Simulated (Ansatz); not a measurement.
A calculation with Ansatz (development build ahead of 0.2.0).

```yaml
crystal:
  periodic: [false, false, false]
  atoms:
    - { symbol: Mg, position_ang: [0.0, 0.0, 0.0] }
    - { symbol: H, position_ang: [0.0, 0.0, 3.096] }
    - { symbol: B, position_ang: [0.0, 3.1025, -2.6033] }
basis:
  gaussian: { orbitals: pcseg-2 }
magnetization:
  spin_polarized: true
hamiltonian:
  xc: hf
```

The input is written out in the form of the current development build from the run's settings.

Output:

```yaml
Converged: yes
Total_energy: -224.63330 hartree
Spin_squared_of_the_determinant: 1.139
Stability_test: minimum
```

Caution: the unrestricted determinant is a mixture of spin states.
